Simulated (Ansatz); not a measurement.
# Si₂P (quartet): the correlation ladder, def2-QZVPP

One table from this session's results is given with a row withheld; the runs are named, their logs left out.

Computed with Ansatz 0.2.0, Gaussian basis. Level: def2-QZVPP, core rule «outside noble gas», up to 15 orbitals frozen.

The runs, in order: UHF; ROHF; CCSD(T) on UHF.

3 further runs of the same task are left out: 1 that didn't finish, 2 set aside as unsound or not needed. Runs told in other sessions of the task aren't counted.

## What is computed

The geometry is a PBE0/def2-TZVP stationary point (not a proven minimum).

3 atoms, charge 0, spin multiplicity 4.

Atoms are counted from 1 here; the program's logs count them from 0.

Bond lengths: P1–Si2 2.102 Å, Si2–Si3 2.227 Å. Angles: P1–Si2–Si3 180.0°.

Set-up of the first run:

The input, in.yaml:

```yaml
crystal:
  periodic: [false, false, false]
  atoms:
    - {symbol: P, position_ang: [0.000000, 0.000000, -2.143900]}
    - {symbol: Si, position_ang: [0.000000, 0.000000, -0.041700]}
    - {symbol: Si, position_ang: [0.000000, 0.000000, 2.185600]}
basis:
  gaussian: {orbitals: "def2-QZVPP.json"}
magnetization: {spin_polarized: true, initial_magnetization: 3}
hamiltonian: {xc: hf}
output: {orbitals: {seedname: orbitals}}
```

The run is started by

```sh
ansatz run in.yaml --threads 1 --pin off --events-out ev --progress --plain --max-ram 2393MiB
```

Among the steps run: UHF; ROHF; CCSD(T) on UHF.

One of the session's tables, all rows but one given; the rest of the session is left out.

| method | from UCCSD(T) (meV) |
| --- | --- |
| ROHF | +10372.8 |
| UHF | +9955.7 |
| UMP2 | +1812.6 |
| UCCSD | ? |
| UCCSD(T) | 0 |

Estimate the missing values for UCCSD.

**Answer.** from UCCSD(T) (meV): +673.0. In the column «from UCCSD(T) (meV)» it lies between UCCSD(T) (0) and UMP2 (+1812.6).
